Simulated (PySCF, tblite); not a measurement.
**C₄H₁₂P₂: geometry, infrared bands and NMR shifts**

Aim: predict the infrared bands and NMR shifts of C₄H₁₂P₂ (`C=[P@@](C)(P)CC`).

Computed with tblite 0.8.0 and PySCF 2.14.0, with density-fitted response routines of our own, on a single molecule in the gas phase. Atoms are numbered from 0 throughout.

### Step 1. Starting geometry

18 atoms, charge 0, multiplicity 1; geometry from: force field or distance geometry start.

Bonds of the start (Å): C0–P1 1.61, P1–C2 1.85, P1–P3 2.11, P1–C4 1.79, C4–C5 1.52, C0–H6 1.10, C0–H7 1.09, C2–H8 1.09, C2–H9 1.12, C2–H10 1.12, P3–H11 1.42, P3–H12 1.43, C4–H13 1.11, C4–H14 1.13, C5–H15 1.12, C5–H16 1.11, C5–H17 1.11.

### Step 2. Geometry optimisation with GFN2-xTB

What the job is given:

```
{"job": {"kind": "relax", "xc": "GFN2-xTB", "basis": "xTB"}, "charge": 0, "multiplicity": 1}
C     -1.941500     0.686100     0.560900
P     -0.630600    -0.063500    -0.000800
C     -0.031800    -1.131100     1.381700
P     -1.246400    -1.296600    -1.602400
C      0.640800     1.139600    -0.397800
C      2.049200     0.606000    -0.226500
H     -2.047200     1.779600     0.549600
H     -2.794600     0.149800     0.970300
H      0.857300    -1.703700     1.136400
H     -0.886100    -1.784900     1.690200
H      0.181100    -0.435700     2.228800
H     -2.212900    -0.754100    -2.493200
H     -0.221500    -2.085200    -2.222700
H      0.557100     1.586900    -1.412800
H      0.546500     2.005600     0.327400
H      1.988600    -0.505000    -0.149700
H      2.715300     0.834900    -1.078000
H      2.468100     0.977800     0.726800
```

The run is started by

```
> OMP_NUM_THREADS=1 python probes_run.py task.json out
```

The driver reads the jobs from task.json and runs them one after another.

**Question.** This job is followed by: GFN2-xTB harmonic vibrations, gas phase; GIAO PBE0/pcSseg-1 NMR shielding, non-relativistic, gas phase. Predict these results of the whole session: strongest single infrared mode (GFN2-xTB); zero-point energy (GFN2-xTB); 13C shifts against TMS (PBE0/pcSseg-1); 1H shifts against TMS (PBE0/pcSseg-1, means over atoms taken as alike); 31P shifts against H3PO4 (PBE0/pcSseg-1).

As calculated:

```
                                                              quantity                                   value
                             strongest single infrared mode (GFN2-xTB)                    742 cm⁻¹, 125 km/mol
                                          zero-point energy (GFN2-xTB)                           89.9 kcal/mol
                                13C shifts against TMS (PBE0/pcSseg-1)              30.0, 25.3, 18.9, 12.5 ppm
1H shifts against TMS (PBE0/pcSseg-1, means over atoms taken as alike)  2.04, 1.84, 1.83, 1.44, 1.12, 0.64 ppm
                              31P shifts against H3PO4 (PBE0/pcSseg-1)                        -4.3, -143.2 ppm
```

What this shows: The optimisation took 222 steps and gained 2.093 eV; among the close pairs (by a distance rule), P1–P3 changed most, from 2.113 to 2.277 Å. No mode is imaginary among the 48: a minimum at this level. The strongest single mode, at 742 cm⁻¹, moves mainly H7, C0 and H6. GFN2-xTB is a fitted tight-binding method: band positions and strengths are rough. Its intensities can rank the bands wrongly. At PBE0/pcSseg-1: The largest span, 233 ppm, is at P1, where the paramagnetic term is -644 ppm.
